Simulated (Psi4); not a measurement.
# CH4NSi (SMILES [H]/N=C/[SiH2]): U-wB97X/def2-SVPD

Aim: the vertical electron affinity of CH4NSi at U-wB97X/def2-SVPD, from 2 runs. 

The calculation is run with Psi4 1.11.

2 further runs of the same task are left out: 2 set aside as unsound or not needed.

### Step 1. The structure to begin with

The species is CH4NSi (7 atoms), meant as a doublet with charge 0. As SMILES, `[H]/N=C/[SiH2]`. The coordinates come from a GFN2-xTB relaxation.

Bond lengths: N1–C2 1.286 Å, C2–Si3 1.829 Å, N1–H4 1.018 Å, C2–H5 1.102 Å, Si3–H6 1.445 Å, Si3–H7 1.453 Å. Angles: N1–C2–Si3 119.7°, N1–C2–H5 123.0°, Si3–C2–H5 117.4°, C2–N1–H4 114.6°, C2–Si3–H6 123.1°, C2–Si3–H7 118.6°, H6–Si3–H7 118.3°.

### Step 2. Energy and gradient at U-wB97X/def2-SVPD

ch4nsi.in

```
memory 1600 MB

molecule {
  0 2
  N
  C 1 R2
  Si 2 R3 1 A3
  H 1 R4 2 A4 3 D4
  H 2 R5 1 A5 4 D5
  H 3 R6 2 A6 5 D6
  H 3 R7 6 A7 2 D7

  R2 = 1.285946
  R3 = 1.828695
  A3 = 119.65598
  R4 = 1.018398
  A4 = 114.55275
  D4 = 179.9096
  R5 = 1.101603
  A5 = 122.97297
  D5 = -0.10621
  R6 = 1.445211
  A6 = 123.05912
  D6 = -179.84356
  R7 = 1.452682
  A7 = 118.33554
  D7 = -179.83833
  symmetry c1
  no_reorient
  no_com
}

set {
  basis                def2-SVPD
  reference            uks
  puream               true
  e_convergence        1e-09
  d_convergence        1e-08
  scf_type             pk
  dft_radial_points    99
  dft_spherical_points 590
  maxiter              200
}

e, wfn = gradient("wb97x", return_wfn=True)
oeprop(wfn, "QUADRUPOLE", "WIBERG_LOWDIN_INDICES", "LOWDIN_CHARGES")
```

Started as:

```console
psi4 -n 1 ch4nsi.in ch4nsi.out
```

ch4nsi.out:

```text
[...]
  Running in c1 symmetry.
[...]
  Nuclear repulsion =   91.149023958918832
[...]
  Multiplicity = 2
[...]
  Nalpha       = 16
  Nbeta        = 15
[...]
    Number of basis functions: 96
[...]
   @UKS iter   1:  -384.28642607640904   -5.23762e-01   5.87400e-03 ADIIS/DIIS
[...]
   @UKS iter  15:  -384.47611774470562   -4.20641e-12   5.58394e-09 DIIS
[...]
   @S^2 Observed:                7.720588367E-01
[...]
    Orbital Energies [Eh]
    ---------------------
    Alpha Occupied:
       1A    -66.121972     2A    -14.406757     3A    -10.321995
       4A     -5.392781     5A     -3.755906     6A     -3.750888
       7A     -3.750302     8A     -1.025234     9A     -0.754098
      10A     -0.639102    11A     -0.621116    12A     -0.492293
      13A     -0.474904    14A     -0.463235    15A     -0.367031
      16A     -0.279225
    Alpha Virtual:
      17A      0.058422    18A      0.083298    19A      0.096772
      20A      0.107851    21A      0.124878    22A      0.154569
      23A      0.169157    24A      0.177699    25A      0.219185
[...]
  @UKS Final Energy:  -384.47611774470562
   => Energetics <=
    Nuclear Repulsion Energy =             91.1490239589188320
    One-Electron Energy =                -709.4165038713266540
    Two-Electron Energy =                 259.0159744531076171
    DFT Exchange-Correlation Energy =     -25.2246122854054526
    Empirical Dispersion Energy =           0.0000000000000000
    VV10 Nonlocal Energy =                  0.0000000000000000
    Total Energy =                       -384.4761177447056184
[...]
  -Total Gradient:
     Atom            X                  Y                   Z
    ------   -----------------  -----------------  -----------------
       1        0.000089783888     0.004894849324     0.002348497123
       2       -0.000099015871     0.001150668958     0.004618879689
       3        0.000076022988    -0.008158187080    -0.000119475309
       4       -0.000064859665    -0.003758491966    -0.003034545006
       5        0.000065125292    -0.003697986712    -0.000572247647
       6       -0.000037817393     0.010111617388     0.007786014681
       7       -0.000030265688    -0.000554827136    -0.011013348565
[...]
 Multipole Moments:
 ------------------------------------------------------------------------------------
     Multipole            Electronic (a.u.)      Nuclear  (a.u.)        Total (a.u.)
 ------------------------------------------------------------------------------------
 L = 1.  Multiply by 2.5417464519 to convert [e a0] to [Debye]
 Dipole X            :         -0.0019338            0.0019559            0.0000221
 Dipole Y            :         -0.2231183            0.5990981            0.3759798
 Dipole Z            :         -0.2891324            0.8480261            0.5588937
 Magnitude           :                                                    0.6735896
 L = 2.  Multiply by 1.3450342976 to convert [e a0^2] to [Debye ang]
 Quadrupole XX       :        -20.6620511            0.0000401          -20.6620109
 Quadrupole XY       :          0.0273898           -0.0307916           -0.0034018
[...]
```

It took 38 s on 1 thread of Intel Xeon 6975P-C (Granite Rapids), shared host; peak memory 0.96 GiB.

### Step 3. The singlet anion

ch4nsi.xyz

```xyz
7
CH4NSi
N     -1.548860    -0.132150    -0.159430
C     -0.314040    -0.117140    -0.518110
Si     0.986230     0.201460     0.727650
H     -2.206780    -0.315210    -0.914920
H      0.010790    -0.289530    -1.556520
H      0.698950     0.439760     2.123830
H      2.373720     0.212800     0.297500
```

run.py

```python
import psi4

psi4.set_memory('1600 MB')
psi4.set_num_threads(1)
psi4.set_output_file('ch4nsi.out', False)

with open('ch4nsi.xyz') as f:
    atoms = ''.join(f.readlines()[2:])
molecule = psi4.geometry('-1 1\n' + atoms + 'symmetry c1\nno_reorient\nno_com')

psi4.set_options({
    'basis': 'def2-SVPD',
    'puream': True,
    'e_convergence': 1e-09,
    'd_convergence': 1e-08,
    'scf_type': 'pk',
    'dft_radial_points': 99,
    'dft_spherical_points': 590,
})

e, wfn = psi4.gradient("wb97x", molecule=molecule, return_wfn=True)
psi4.oeprop(wfn, "LOWDIN_CHARGES", "WIBERG_LOWDIN_INDICES", "QUADRUPOLE")
print('gradient / Eh bohr^-1')
print(e.np.round(6))
print(f'energy = {wfn.energy():.10f} Eh')
```

Started as:

```console
python run.py
```

ch4nsi.out, shortened:

```text
[...]
  Running in c1 symmetry.
[...]
  Nuclear repulsion =   91.149019540174649
[...]
  Multiplicity = 1
[...]
  Nalpha       = 16
  Nbeta        = 16
[...]
    Number of basis functions: 96
[...]
   @RKS iter   1:  -384.13001081750150   -3.67346e-01   8.19606e-03 ADIIS/DIIS
[...]
   @RKS iter  13:  -384.49641385966260   -1.35856e-11   4.75085e-09 DIIS
[...]
  @RKS Final Energy:  -384.49641385966260
   => Energetics <=
    Nuclear Repulsion Energy =             91.1490195401746490
    One-Electron Energy =                -716.6415791933135324
    Two-Electron Energy =                 266.3181628078283438
    DFT Exchange-Correlation Energy =     -25.3220170143520846
    Empirical Dispersion Energy =           0.0000000000000000
    VV10 Nonlocal Energy =                  0.0000000000000000
    Total Energy =                       -384.4964138596625958
[...]
  -Total Gradient:
     Atom            X                  Y                   Z
    ------   -----------------  -----------------  -----------------
       1        0.037778348477     0.001936426941    -0.002787093127
       2       -0.028043915321    -0.005331302630    -0.019224026705
       3        0.004722191849     0.004268249301     0.022305239834
       4       -0.002711235969     0.000719100452     0.004590093026
       5       -0.000823336291     0.001179090584     0.006946534026
       6        0.004684475061    -0.002576889680    -0.015915352396
       7       -0.015455329629    -0.000170816428     0.004154058863
[...]
 Multipole Moments:
 ------------------------------------------------------------------------------------
     Multipole            Electronic (a.u.)      Nuclear  (a.u.)        Total (a.u.)
 ------------------------------------------------------------------------------------
 L = 1.  Multiply by 2.5417464519 to convert [e a0] to [Debye]
 Dipole X            :         -4.0216380            3.6994035           -0.3222345
 Dipole Y            :         -2.5901883            2.3439596           -0.2462287
 Dipole Z            :        -12.3694913           11.1726656           -1.1968257
 Magnitude           :                                                    1.2636675
 L = 2.  Multiply by 1.3450342976 to convert [e a0^2] to [Debye ang]
 Quadrupole XX       :       -180.8559956          149.9656696          -30.8903260
 Quadrupole XY       :        -21.5963597           21.2123691           -0.3839906
[...]
```

Standard output:

```text
gradient / Eh bohr^-1
[[ 0.037778  0.001936 -0.002787]
 [-0.028044 -0.005331 -0.019224]
 [ 0.004722  0.004268  0.022305]
 [-0.002711  0.000719  0.00459 ]
 [-0.000823  0.001179  0.006947]
 [ 0.004684 -0.002577 -0.015915]
 [-0.015455 -0.000171  0.004154]]
energy = -384.4964138597 Eh
```

Run time: 26 s. Hardware: 1 thread of Intel Xeon 6975P-C (Granite Rapids), shared host; peak memory 0.95 GiB.

### Step 4. What came out

Level: U-wB97X/def2-SVPD.

| quantity | value |
| --- | --- |
| doublet CH4NSi: total energy | -384.47612 Eh |
| doublet CH4NSi: dipole moment | 1.71 D |
| doublet CH4NSi: HOMO energy (highest over α and β) | -7.60 eV |
| doublet CH4NSi: LUMO energy (lowest over α and β) | -0.74 eV |
| doublet CH4NSi: ⟨S²⟩ | 0.772 |
| doublet CH4NSi: largest force on an atom | 0.656 eV/Å |
| singlet anion: total energy | -384.49641 Eh |
| singlet anion: HOMO energy | -0.65 eV |
| singlet anion: LUMO energy | 6.61 eV |
| singlet anion: HOMO–LUMO gap (to an unbound level, set by the basis) | 7.26 eV |
| singlet anion: largest force on an atom | 1.950 eV/Å |
| vertical electron affinity (to the singlet anion) | 0.552 eV |

At fixed nuclei the extra electron is bound by 0.55 eV (12.7 kcal/mol). The largest force (doublet CH4NSi) is 0.66 eV/Å: the shape isn't a stationary point for this species at this level.
